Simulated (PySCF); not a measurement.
Molecule (SMILES): C#N (CH-N).
Geometry (B3LYP-D3(BJ)/def2-TZVP, fixed):
```
C
N 1 1.1462
H 1 1.0667 2 180.00
```

Basis-set convergence of the lowest singlet excitation energy at PBE0 with PySCF. Tamm-Dancoff approximation; the state is taken by its order, and sets in which it differs in degeneracy or brightness are left out, yet its character can still change. All functions are spherical. Density fitting with generated auxiliary sets. No added dispersion term, no relativity. Reference: the value in d-aug-cc-pVTZ, 7.872 eV, itself unsure by roughly 0.002 eV (its mean distance from aug-pcseg-3, aug-cc-pVQZ, aug-pcseg-2). Deviations are taken from unrounded values. Cost is core time over that of 6-31G**, rough, on shared machines of one kind.

| basis | functions | lowest singlet excitation energy (eV) | minus reference (eV) | cost |
|---|---|---|---|---|
| 6-31G** | 33 | 8.150 | 0.278 | 1× |
| cc-pVDZ | 33 | 8.135 | 0.264 | 1× |
| def2-SVP | 33 | 8.151 | 0.279 | 0.8× |
| aug-cc-pVDZ | 55 | 7.888 | 0.016 | 3× |
| aug-pcseg-1 | 55 | 7.922 | 0.050 | 2× |
| 6-311++G(2d,2p) | 64 | 7.894 | 0.022 | 3× |
| cc-pVTZ | 74 | 8.002 | 0.130 | 2× |
| pcseg-2 | 74 | 7.936 | 0.064 | 3× |
| d-aug-cc-pVDZ | 77 | 7.884 | 0.012 | 5× |
| def2-TZVPD | 83 | 7.898 | 0.026 | 3× |
| def2-TZVPPD | 91 | 7.897 | 0.025 | 6× |
| jun-cc-pV(T+d)Z | 92 | 7.876 | 0.004 | 5× |
| aug-pcseg-2 | 115 | 7.875 | 0.003 | 8× |
| cc-pVQZ | 140 | 7.946 | 0.074 | 8× |
| def2-QZVPP | 144 | 7.905 | 0.033 | 10× |
| pcseg-3 | 153 | 7.880 | 0.008 | 20× |
| d-aug-cc-pVTZ | 156 | 7.872 | 0.000 | 20× |
| aug-cc-pVQZ | 206 | 7.871 | -0.001 | 40× |

The smallest set listed that lies within 0.2 eV of the reference with all its larger relatives (same family, alike in diffuse functions; a set with none counts only in the reference's own line) is aug-cc-pVDZ (55 functions, 3× in cost, 0.016 eV off), level with aug-pcseg-1. Inside, with no larger relative to test it: def2-QZVPP. (Relatives not listed, tested too: 6-311++G(3df,3pd) 0.009, aug-cc-pVTZ 0.001, def2-QZVPPD 0.011, aug-pcseg-3 -0.003, cc-pV5Z 0.028 eV.)
